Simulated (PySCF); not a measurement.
# Basis set benchmark on one molecule

Molecule: `InChI=1S/C2F3N/c3-2(4,5)1-6`.

Molfile (atoms numbered from 1):
```
C2F3N
     RDKit          3D

  6  5  0  0  0  0  0  0  0  0999 V2000
    2.1867    0.0841   -0.0019 N   0  0  0  0  0  0  0  0  0  0  0  0
    1.0342    0.0321   -0.0077 C   0  0  0  0  0  0  0  0  0  0  0  0
   -0.4504   -0.0375   -0.0134 C   0  0  0  0  0  0  0  0  0  0  0  0
   -0.8543   -1.0215   -0.8005 F   0  0  0  0  0  0  0  0  0  0  0  0
   -0.8985   -0.2560    1.2125 F   0  0  0  0  0  0  0  0  0  0  0  0
   -0.9546    1.1028   -0.4582 F   0  0  0  0  0  0  0  0  0  0  0  0
  1  2  3  0
  2  3  1  0
  3  4  1  0
  3  5  1  0
  3  6  1  0
M  END
```

Geometry PBE0-D3(BJ)/def2-SVP throughout; GIAO in PySCF 2.14.0 with density-fitted response routines, gas phase, one conformer, non-relativistic; equivalent atoms averaged; functional PBE0.

Reference values (CCSD(T)/13s9p4d3f; gas (isolated, no vibration); M. E. Harding, PhD thesis, Mainz 2008 (Harding, Lenhart, Auer, Gauss, JCP 2008, 128, 244111)): σ(F4/F5/F6) = 261.7 ppm.

Task: How do the basis sets STO-3G, 6-31G, pcSseg-0, 6-31G*, def2-SVP, cc-pVDZ, pcSseg-1, aug-cc-pVDZ, 6-311+G(2d,p), cc-pVTZ, def2-TZVP, IGLO-III, pcSseg-2 perform against the reference? Times are CPU seconds on shared hosts with different chips, so compare them loosely.

Result: 
```tsv
basis set	functions	F4/F5/F6	abs. error F	core-s
STO-3G	30	386.2	124.5	1.9
6-31G	54	254.0	7.7	4.1
pcSseg-0	54	248.8	12.9	3
6-31G*	84	267.5	5.8	5.8
def2-SVP	84	268.3	6.6	5.4
cc-pVDZ	84	265.5	3.8	4.8
pcSseg-1	102	244.2	17.5	8.6
aug-cc-pVDZ	138	254.7	7.0	8.2
6-311+G(2d,p)	162	239.6	22.1	13
cc-pVTZ	180	245.9	15.8	12
def2-TZVP	186	241.4	20.3	16
IGLO-III	210	237.9	23.8	14
pcSseg-2	216	239.7	22.0	30
```

For 19F the closest is cc-pVDZ (3.8 ppm) and the furthest STO-3G (124.5 ppm). Where a smaller basis beats a larger one, errors probably cancel; the largest sets show where the functional converges. One molecule is a small sample, and the reference may use another geometry.

A small basis that lands close on one nucleus may do so by chance; judge by the trend and by all nuclei.
